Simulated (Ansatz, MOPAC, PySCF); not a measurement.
Molecule: tetrafluoromethane, CF₄, charge 0, multiplicity 1. SMILES: FC(F)(F)F
Coordinates optimised at B3LYP-D3(BJ)/def2-TZVP (Ansatz, a program for electronic structure):
```
C
F 1 1.3260
F 1 1.3260 2 109.47
F 1 1.3260 2 109.47 3 120.00
F 1 1.3260 2 109.47 4 120.00
```
Charge 0, spin multiplicity 1.

Unscaled harmonic wavenumbers (cm⁻¹) in rising order, each level at the stationary point that it reaches from this structure (no distance between atoms moves by over 0.3 Å); the order of modes can differ between levels, and a negative number is imaginary. B3LYP-D3(BJ)/def2-TZVP (PySCF, at the structure above): 428, 428, 621, 621, 621, 901, 1250, 1250, 1250.

PM7 (MOPAC): 334, 334, 482, 482, 482, 1025, 1558, 1558, 1558. Zero-point energy 11.2 against 10.5 kcal/mol; where all levels lie over 400 cm⁻¹, the wavenumbers are on average 1.029 times those of B3LYP-D3(BJ)/def2-TZVP.

HF/6-31G* (Ansatz): 473, 473, 683, 683, 683, 1004, 1472, 1472, 1472. Zero-point energy 12.0 against 10.5 kcal/mol; where all levels lie over 400 cm⁻¹, the wavenumbers are on average 1.135 times those of B3LYP-D3(BJ)/def2-TZVP.
